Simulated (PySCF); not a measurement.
**Stretching SiF⁺**

Set-up: Si 6-31G(d,p), F 6-31G(d,p); no relativity (PySCF 2.14). Energies in eV from Si⁺ + F in their ground configurations at the same level. State: ¹Σ⁺ (singlet), closed shell.

All columns are PBEsol. A positive dipole points towards F; it is taken about the centre of mass and depends on that origin.

```json
{"R (Å)": "1.342", "E (eV)": "-5.677", "μ (D)": "-2.14", "Mulliken charge on Si (basis-dependent)": "1.19", "HOMO (eV)": "-16.23", "LUMO (eV)": "-10.24", "Mayer bond order": "1.38", "⟨S²⟩": "0.00"}
{"R (Å)": "1.404", "E (eV)": "-6.591", "μ (D)": "-2.42", "Mulliken charge on Si (basis-dependent)": "1.17", "HOMO (eV)": "-16.32", "LUMO (eV)": "-10.42", "Mayer bond order": "1.39", "⟨S²⟩": "0.00"}
{"R (Å)": "1.466", "E (eV)": "-7.109", "μ (D)": "-2.72", "Mulliken charge on Si (basis-dependent)": "1.17", "HOMO (eV)": "-16.40", "LUMO (eV)": "-10.59", "Mayer bond order": "1.38", "⟨S²⟩": "0.00"}
{"R (Å)": "1.513", "E (eV)": "-7.305", "μ (D)": "-2.95", "Mulliken charge on Si (basis-dependent)": "1.17", "HOMO (eV)": "-16.45", "LUMO (eV)": "-10.71", "Mayer bond order": "1.37", "⟨S²⟩": "0.00"}
{"R (Å)": "1.560", "E (eV)": "-7.376", "μ (D)": "-3.18", "Mulliken charge on Si (basis-dependent)": "1.18", "HOMO (eV)": "-16.49", "LUMO (eV)": "-10.83", "Mayer bond order": "1.35", "⟨S²⟩": "0.00"}
{"R (Å)": "1.607", "E (eV)": "-7.351", "μ (D)": "-3.41", "Mulliken charge on Si (basis-dependent)": "1.19", "HOMO (eV)": "-16.52", "LUMO (eV)": "-10.94", "Mayer bond order": "1.34", "⟨S²⟩": "0.00"}
{"R (Å)": "1.669", "E (eV)": "-7.204", "μ (D)": "-3.71", "Mulliken charge on Si (basis-dependent)": "1.20", "HOMO (eV)": "-16.53", "LUMO (eV)": "-11.08", "Mayer bond order": "1.32", "⟨S²⟩": "0.00"}
{"R (Å)": "1.747", "E (eV)": "-6.896", "μ (D)": "-4.09", "Mulliken charge on Si (basis-dependent)": "1.22", "HOMO (eV)": "-16.49", "LUMO (eV)": "-11.24", "Mayer bond order": "1.31", "⟨S²⟩": "0.00"}
{"R (Å)": "1.841", "E (eV)": "-6.414", "μ (D)": "-4.52", "Mulliken charge on Si (basis-dependent)": "1.22", "HOMO (eV)": "-16.32", "LUMO (eV)": "-11.43", "Mayer bond order": "1.30", "⟨S²⟩": "0.00"}
{"R (Å)": "1.966", "E (eV)": "-5.684", "μ (D)": "-5.06", "Mulliken charge on Si (basis-dependent)": "1.23", "HOMO (eV)": "-15.58", "LUMO (eV)": "-11.64", "Mayer bond order": "1.30", "⟨S²⟩": "0.00"}
```

A fit through these points gives, at Re = 1.569 Å, μ = -3.22 D and dμ/dR = -4.93 D/Å; the reduced mass is 11.31 u.

**Question.** How strong is the fundamental in the double-harmonic approximation, I = 42.26·(dμ/dR)²/μred km/mol?

**Answer.** I = 42.26·(-4.93)²/11.31 = 90.8 km/mol at PBEsol.

For an ion De counts to the pair picked by the measured ionisation energies or electron affinities, which need not be the lowest pair at this level.
